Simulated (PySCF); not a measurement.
**[C3H7NP]+: core ionisation energies**

Species: C₃H₇NP (charge +1).
SMILES with atom numbers: `[CH3:1][PH2+:2][CH2:3][C:4]#[N:5]`

Method: delta-SCF UKS SCAN, pcX-2 on the ionised atom, pcseg-1 elsewhere, spin-free X2C in PySCF. These are vertical core ionisation energies against the vacuum level, from separate self-consistent calculations with and without the core hole.

Task: List the computed XPS lines with their assignment.

Result: 
```tsv
atom(s)	bonded to	level	binding energy (eV)	2p1/2 (eV)	above the level's lowest (eV)	count
P2	2 C and 2 H	P 2p3/2	144.87	145.76	0.00	1
C1	3 H and P	C 1s	297.05	–	0.00	1
C4	N (triple bond) and C	C 1s	297.12	–	+0.07	1
C3	C, 2 H and P	C 1s	298.11	–	+1.06	1
N5	C (triple bond)	N 1s	409.93	–	0.00	1
P2	2 C and 2 H	P 1s	2158.51	–	0.00	1
```

The listed C 1s values span 1.06 eV, from C1 (bonded to 3 H and P) to C3 (bonded to C, 2 H and P). Summing the Pauling electronegativity differences to the bonded atoms, each weighted by its formal bond order, gives -1.41 for the lowest site and -1.06 for the highest; the largest sum, +1.47, belongs to C4, 0.99 eV below the top.

Task: Which photon energy gives electrons from C 1s of C3 a kinetic energy of 50 eV, and what is their de Broglie wavelength?

Result: hν = 298.11 + 50 = 348.11 eV, recoil neglected; λ = 12.264 Å/√(E/eV) = 1.73 Å.

Spin–orbit coupling isn't in the SCF: each 2p doublet comes from a relaxed spin-free hole plus a matrix of the shell (mean-field spin–orbit coupling and the ground-state 2p splitting), with 2p3/2 averaged over its two sublevels. 2p1/2 minus 2p3/2 (ligand field included): P 0.89 eV. The species carries charge +1, so core ionisation leaves charge +2. Isolated species at its GFN2-xTB geometry (one conformer only).

Rough CPU time on one thread of a shared machine: about 2.4 min.

Shape of the structure used: `[CH3:1][PH2+:2][CH2:3][C:4]#[N:5]`: C1–P2–C3–C4 -57°.
